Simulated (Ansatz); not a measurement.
# How basis sets differ on C2H2F4 (norflurane)

The species is C2H2F4 (8 atoms), meant as a singlet with charge 0. SMILES: `FCC(F)(F)F`. Geometry: relaxed at PBE0-D4/def2-TZVP.

```xyz
8

F    -0.2246   -1.5065    0.9152
C    -0.2112   -0.7378   -0.2117
C     0.2112    0.6743    0.1355
F     1.4344    0.7113    0.6624
F     0.2171    1.4118   -0.9821
F    -0.6246    1.2436    1.0029
H     0.5020   -1.1486   -0.9301
H    -1.2123   -0.7051   -0.6479
```

Each level gives the electronic atomisation energy (eV). The values are calculated. Electronic energies at fixed atoms, without zero-point motion or spin-orbit coupling.

```csv
level,kind,program,value (eV),CPU time (all runs)
B97M-V/MINI,meta-GGA,Ansatz,22.54,5.5 s
B97M-V/LANL2DZ,meta-GGA,Ansatz,29.49,14 s
B97M-V/MIDI,meta-GGA,Ansatz,31.38,6.7 s
B97M-V/def2-mTZVP,meta-GGA,Ansatz,32.60,15 s
B97M-V/def2-mTZVPP,meta-GGA,Ansatz,32.94,16 s
B97M-V/def2-TZVP,meta-GGA,Ansatz,32.95,20 s
```

The values span 22.54 to 32.95 eV. Without the sets that lack polarisation functions the rows with a basis span only 32.60 to 32.95 eV. CPU times are rough (shared hosts, several kinds of processor): they show what a rung costs within a factor of a few.
